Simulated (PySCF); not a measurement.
**Oxygen: a sound run and one with changed settings**

Sound run: O [He] 2s2 2p4, O+ [He] 2s2 2p3. Calculation: PySCF 2.14, in x2c-SVPall (3s2p1d, 14 functions); scalar relativity by spin-free X2C-1e. In the sound run the correlated levels freeze 1s2. The sound run starts from symmetry-adapted Hartree-Fock orbitals and uses a fine grid where one is needed.

Changed run: a valence shell is frozen. This setting is unsound on purpose.

```tsv
species	method	sound run (hartree)	changed run (hartree)	converged
O	MP2	-74.87310	-74.82107	yes
O	CCSD(T)	-74.88917	-74.82851	yes
O+	MP2	-74.39708	-74.34463	yes
O+	CCSD(T)	-74.41259	-74.34800	yes
```

Ionisation energy of O:

```csv
method,sound run (eV),changed run (eV)
UHF,12.072,12.072
MP2,12.953,12.965
SCS-MP2,12.975,13.092
CCSD,12.961,13.072
CCSD(T),12.969,13.076
```

Freezing a valence shell removes pair correlation that changes on ionisation.

For comparison, NIST gives 13.618 eV between the lowest levels.
